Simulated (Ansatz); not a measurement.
# AlB⁻, quartet in aug-cc-pVTZ: errors against UCCSDT(Q)

Geometry: that of the AlB⁻, doublet, kept fixed.

```yaml
atoms:
  - { symbol: B, position_ang: [0.0000, 0.0000, 0.0000] }
  - { symbol: Al, position_ang: [0.0000, 0.0000, 2.0763] }
```

Basis aug-cc-pVTZ; Ansatz 0.2.0. Correlated methods freeze the noble-gas cores, which leaves 7 electrons in 90 orbitals. Prefix R: restricted or restricted open-shell reference; prefix U: unrestricted. Active spaces: valence = (7e, 8o) chosen from the atoms' valence shells.

Full CI isn't at hand for all of this; UCCSDT(Q) serves as the reference, and is uncertain by the last step of the cluster series or more. The frozen core follows each run's orbitals, which can shift R against U totals by a few meV.

```
UHF ⟨S²⟩                          : 3.760
T1 diagnostic (RCCSD)             : 0.0578
largest doubles amplitude (RCCSD) : 0.053
T1 diagnostic (UCCSD)             : 0.0524
```

| level | E − E(UCCSDT(Q)) (kcal/mol) | share of correlation (%) | wall time |
| --- | --- | --- | --- |
| RHF | 105.98 | 0.00 | – |
| UHF | 105.08 | 0.85 | – |
| RMP2 | 25.46 | 75.97 | – |
| UMP2 | 25.43 | 76.00 | – |
| RCCSD | 8.83 | 91.67 | – |
| UCCSD | 8.80 | 91.69 | – |
| RCCSD(T) | 2.00 | 98.12 | 19 s (H100) |
| UCCSD(T) | 1.99 | 98.12 | 17 s (H100) |
| BCCD(T) | 1.87 | 98.24 | 15 s (H100) |
| RCCSDT | 0.66 | 99.38 | – |
| UCCSDT | 0.64 | 99.40 | – |
| RCCSDT(Q) | 0.06 | 99.95 | 23 s (H100) |
| CASSCF (valence space) | 73.34 | 30.80 | – |
| NEVPT2 (valence space) | 17.60 | 83.39 | 4.9 s (H100) |
| MRCISD (valence space) | 6.82 | 93.56 | – |
| MRCISD+Q (valence space) | 0.78 | 99.27 | 4.6 s (H100) |

The correlation energy at UCCSDT(Q), counted from RHF, is -4.596 eV. That run took 18 s on 2 threads of AMD EPYC 7R13 with a shared H100 80 GB, shared host.

Times hold each run's SCF and search for its determinant on a shared host, so for small cases they say little of a method's own cost.

Natural occupations of CASSCF (valence space) about the gap: 1.967 1.907 1.018 0.978 0.978 0.061 0.061 0.029; effectively unpaired electrons, Σ n²(2−n)², 3.06.
